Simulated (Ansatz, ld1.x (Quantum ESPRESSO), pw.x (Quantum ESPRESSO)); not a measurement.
# From atom to crystal: ultrasoft potential for chlorine

- Element: chlorine (Cl)
- Generator: ld1.x (Quantum ESPRESSO) 7.5
- Type: ultrasoft
- Functional: LDA (PW92)
- Relativity: scalar-relativistic
- Frozen core: [Ne]
- Valence charge: 7
- Reference configuration: 3s2 3p5
- Partial waves: 3s (bound): rcut 0.95, rcutus 1.15 bohr; 3s channel at 0.05 Ry: rcut 0.95, rcutus 1.15 bohr; 3p (bound): rcut 1.30, rcutus 1.60 bohr; 3p channel at 2 Ry: rcut 1.30, rcutus 1.60 bohr; 3d channel at 0.35 Ry: rcut 1.30, rcutus 1.55 bohr
- Local potential: all-electron potential smoothed inside 1.05 bohr (lloc = -1)
- Core correction: a·sin(br)/r model core, default radius (core density twice the valence density)
- Augmentation charge: PSQ, radius 0.85 bohr

Crystal test: sc Cl in pw.x 7.5, no spin, 12³ k-points, Fermi–Dirac smearing 0.01 Ry, cutoffs 70/840 Ry. The reference is all-electron LAPW (Ansatz 0.2.0) with the same functional, mesh and smearing; V0 and B0 come from Birch–Murnaghan fits to the pressures at five volumes. Errors are pseudo minus all-electron; Δ is the rms difference of the E(V) curves that follow from these fits, minima aligned, over ±6 % about the mean V0. Mesh and smearing are coarse, so the numbers serve the comparison and aren't converged zero-temperature values; the lattice is a test structure that the element need not adopt.

All-electron: a0 = 2.751 Å (V0 = 20.83 Å³/atom), B0 = 52.2 GPa.

Q: How far does the potential miss the all-electron equation of state?

A: mean pressure error (GPa): +0.01; a0 (Å): 2.752; a0 error (%): +0.01; B0 error (%): +0.0; Δ (meV/atom): 0.1.

| V (Å³/atom) | P all-electron (GPa) | P pseudo (GPa) |
| --- | --- | --- |
| 19.815 | 2.96 | 2.98 |
| 20.337 | 1.33 | 1.35 |
| 20.858 | -0.07 | -0.06 |
| 21.379 | -1.27 | -1.26 |
| 21.901 | -2.30 | -2.29 |

Q: At the middle volume, how do free energy and pressure move when the wave cutoff is lowered (ecutrho held at 840 Ry)?

A:

| cutoff (Ry) | shift of F (meV/atom) | shift of P (GPa) |
| --- | --- | --- |
| 32 | +38.1 | -1.38 |
| 42 | +14.4 | +0.03 |
| 56 | +5.8 | -0.21 |

The run at the middle volume (84 k-points, 5 iterations) took about 15 s on one core of a shared host (Neoverse-V1, 32 threads, 247 GiB, load 10).
